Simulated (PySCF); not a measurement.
Match the calculated data to a structure.

All candidates are C5H12O.

| technique | computed result |
| --- | --- |
| Valence photoelectron | vertical ionisation energy: 10.01 eV [ΔSCF PBE0/def2-SVPD] |
| Rotational structure | rotational constants A, B, C: 4.524, 2.727, 2.304 GHz [PBE0-D3(BJ)/def2-SVP] |
| 13C NMR | chemical shifts (computed TMS as zero) by class: 71.5 (1 C), 35.6 (1 C), 25.0 (1 C), 22.9 (1 C), 13.9 (1 C) ppm [GIAO PBE0/pcSseg-1] |
| Triplet | lowest triplet excitation (Tamm–Dancoff): 6.59 eV [TDA PBE0/def2-SVPD] |
| Dipole | 1.57 D [PBE0/def2-SVPD] |
| UV, strongest line | among the 10 lowest singlet transitions: S9 at 8.97 eV (138 nm, f = 0.047) [TDDFT PBE0/def2-SVPD] |

The electronic properties come from PySCF, for the isolated species, density fitting. Levels stand in brackets. One conformer (not necessarily the lowest) at the PBE0-D3(BJ)/def2-SVP geometry, without solvent, vibrations or thermal averaging. Each NMR value is the plain mean over a class of atoms that symmetry, rotation or inversion makes alike.

Task: Which candidate is it?
A. `COCC(C)C` (i-BuOMe)
B. `CC(C)[C@H](C)O` (3-methyl-2-butanol)
C. `CC[C@H](C)OC` (s-BuOMe)

Result: B. It is `CC(C)[C@H](C)O`. Numbering: `[CH3:1][CH:2]([CH3:3])[C@H:4]([CH3:5])[OH:6]`. Its formula, C5H12O, gives 0 degrees of unsaturation, so no ring and no π bond. 5 carbons fall into 5 classes; from least to most shielded: carbinol carbon (C–OH) [C4] (71.5 ppm), sp3 CH carbon [C2] (35.6 ppm), methyl carbon [C5] (25.0 ppm), methyl carbon [C1] (22.9 ppm), methyl carbon [C3] (13.9 ppm). The first electron is taken from the HOMO, whose largest Löwdin shares are 0.56 on the alcohol oxygen, 0.15 on the carbinol carbon (C–OH), 0.09 on a methine hydrogen and 0.09 on a methyl carbon. The optimised geometry has point group C1 and is an asymmetric top.

The others, at the same levels:
- `COCC(C)C` fails: its computed vertical ionisation energy is 9.61 eV (against 10.01 eV), lowest triplet excitation (Tamm–Dancoff) is 6.80 eV (against 6.59 eV) and strongest line among the 10 lowest singlet transitions is S6 at 8.52 eV (145 nm, f = 0.038) (against S9 at 8.97 eV).
- `CC[C@H](C)OC` fails: its computed 13C shifts are 78.7 (1 C), 56.7 (1 C), 33.7 (1 C), 18.5 (1 C), 12.6 (1 C) ppm and smallest rotational constant is 1.843 GHz (against 2.304 GHz).

Each candidate is one conformer, not necessarily the lowest. Dipoles, sizes and rotational constants follow the conformer. The torsions of the flexible species, by atom-mapped SMILES:
- `[CH3:1][CH:2]([CH3:3])[C@H:4]([CH3:5])[OH:6]`: C1–C2–C4–C5 -174°, H–O6–C4–C2 180°
- `[CH3:1][O:2][CH2:3][CH:4]([CH3:5])[CH3:6]`: C1–O2–C3–C4 180°, O2–C3–C4–C5 58°
- `[CH3:1][CH2:2][C@H:3]([CH3:4])[O:5][CH3:6]`: C1–C2–C3–C4 -177°, C2–C3–O5–C6 -161°
